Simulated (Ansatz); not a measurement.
System: rock-salt HfN. Method: PBE+SOC (PAW; Ansatz, a first-principles code).

Settings: plane-wave cutoff 520 eV, 22×22×22 k mesh, Fermi–Dirac smearing 0.05 eV, PAW data made under PBE.

Computed at the level's own relaxed cell.

Problem. Give the computed volume per atom, bulk modulus, lattice constant a and pressure derivative B′ of the bulk modulus.

Solution. 
* **volume per atom**: 11.74 Å³/atom
* **bulk modulus**: 263 GPa
* **lattice constant a**: 4.545 Å
* **pressure derivative B′ of the bulk modulus**: 4.3

The run finds no gap.

Measured, for comparison: equilibrium volume per atom 11.57 Å³/atom, lattice constant a 4.524 Å (room temperature, no zero-point or thermal correction; as tabulated in Seo, Lee, Wen, Petrov, Greene, Gall, J. Appl. Phys. 96, 878 (2004)); bulk modulus 260 GPa (room temperature, no zero-point or thermal correction, our sources range from 260 to 306; as tabulated in Synthesis of Binary Transition Metal Nitrides, Carbides and Borides from the …). Computed (rounded) less measured: equilibrium volume per atom +1.5 %, bulk modulus not scored (sources differ), lattice constant a +0.5 %.

The computed numbers hold no vibrational or temperature effects.

Cost on a shared machine: roughly 13 core-minutes.
